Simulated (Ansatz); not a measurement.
C2H5NO2, SMILES `C=NC(O)O` at its PBE0-D4/def2-TZVP geometry, where that method's forces vanish. Charge 0, multiplicity 1.

```csv
atom,x (Å),y (Å),z (Å)
C1,-1.6419,-0.1009,0.0240
N2,-0.4848,-0.3155,0.4670
C3,0.6382,0.2052,-0.2757
O4,1.3129,1.1073,0.5348
O5,1.4149,-0.8658,-0.6946
H6,-2.5027,-0.4853,0.5694
H7,-1.8370,0.4613,-0.8969
H8,0.3563,0.7546,-1.1809
H9,1.3125,0.7493,1.4303
H10,1.4316,-1.5102,0.0227
```

Q: For each bond, give half the difference of the two atoms' forces along it (eV/Å; positive pushes the atoms apart) under PBE-D4, r2SCAN-D4, B3LYP-D4, ωB97M-V in def2-TZVPP. (Best estimate.)

A: The calculation gave: 
```csv
bond,length (Å),PBE-D4,r2SCAN-D4,B3LYP-D4,ωB97M-V
C1–N2,1.257,0.68,0.31,0.11,0.04
C1–H6,1.089,-0.07,-0.10,-0.13,-0.09
C1–H7,1.096,-0.02,-0.07,-0.07,-0.09
N2–C3,1.444,-0.10,0.00,0.10,0.18
C3–O4,1.388,0.33,0.23,0.24,0.16
C3–O5,1.388,0.33,0.23,0.24,0.16
C3–H8,1.096,0.08,-0.12,-0.22,-0.23
O4–H9,0.964,0.40,0.01,-0.03,-0.09
O5–H10,0.964,0.40,0.01,-0.03,-0.09
```

B3LYP here is the variant with VWN-RPA as its local correlation; programs differ in this.

Results of the Gaussian-basis code of Ansatz.
